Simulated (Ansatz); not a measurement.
Start from `C/C(Cl)=C/CO` and change one atom or group to get `C/C(Cl)=C/F`.

Ansatz, PBE0-D4/def2-TZVP geometries, multiplicity 1. Each molecule was computed in one conformer, which needn't be the lowest.

```
                                        property  `C/C(Cl)=C/CO`
            HOMO–LUMO gap (PBE0/def2-TZVPP) / eV            7.04
               LUMO energy (PBE/def2-TZVPP) / eV           -1.16
size of the dipole moment (B3LYP/def2-TZVPP) / D            1.78
             LUMO energy (B3LYP/def2-TZVPP) / eV           -0.43
           HOMO energy (ωB97M-V/def2-TZVPP) / eV           -9.42
             HOMO energy (B3LYP/def2-TZVPP) / eV           -7.01
```

Question: What does the change do to each property? (An estimate is asked.)

Answer: Ansatz gave: 
```csv
property,`C/C(Cl)=C/F`,shift
HOMO–LUMO gap (PBE0/def2-TZVPP) / eV,7.34,0.30
LUMO energy (PBE/def2-TZVPP) / eV,-0.80,0.36
size of the dipole moment (B3LYP/def2-TZVPP) / D,2.47,0.69
LUMO energy (B3LYP/def2-TZVPP) / eV,-0.07,0.36
HOMO energy (ωB97M-V/def2-TZVPP) / eV,-9.34,0.08
HOMO energy (B3LYP/def2-TZVPP) / eV,-6.94,0.07
```

With PBE0 the HOMO rises by 0.08 eV and the LUMO rises by 0.38 eV, so the gap widens by about 0.30 eV. PBE moves the HOMO by 0.06 eV and ωB97M-V by 0.08 eV. Dipoles are sizes alone; their direction can turn.

B3LYP here is the variant with VWN-RPA as its local correlation; programs differ in this.
